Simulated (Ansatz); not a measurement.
Molecule: C$_{2}$H$_{5}$N (charge 0, singlet). 
Coordinates optimised at B3LYP-D3(BJ)/def2-TZVP (Ansatz, an electronic-structure program):
SMILES: C1CN1
```xyz
8

C     -0.0266    -0.3964     0.7404
N     -0.0403     0.8719     0.0001
C     -0.0474    -0.3972    -0.7389
H      0.8868     1.2834    -0.0132
H     -0.9333    -0.6098     1.2927
H     -0.9693    -0.6112    -1.2653
H      0.8882    -0.7010     1.2359
H      0.8531    -0.7023    -1.2597
```
Charge 0, spin multiplicity 1.

Basis-set convergence of Hartree-Fock and MP2 correlation energies (hartree) with Ansatz. Cores are frozen in the correlated levels unless marked. No spin-orbit coupling. No relativistic terms.

| basis | functions | E(HF) | E(corr, MP2) |
|---|---|---|---|
| cc-pVDZ | - | -133.05058 | -0.44839 |
| cc-pVTZ | 160 | ___ | ___ |

Complete the blanks.


- cc-pVTZ, E(HF): -133.08993
- cc-pVTZ, E(corr, MP2): -0.55162
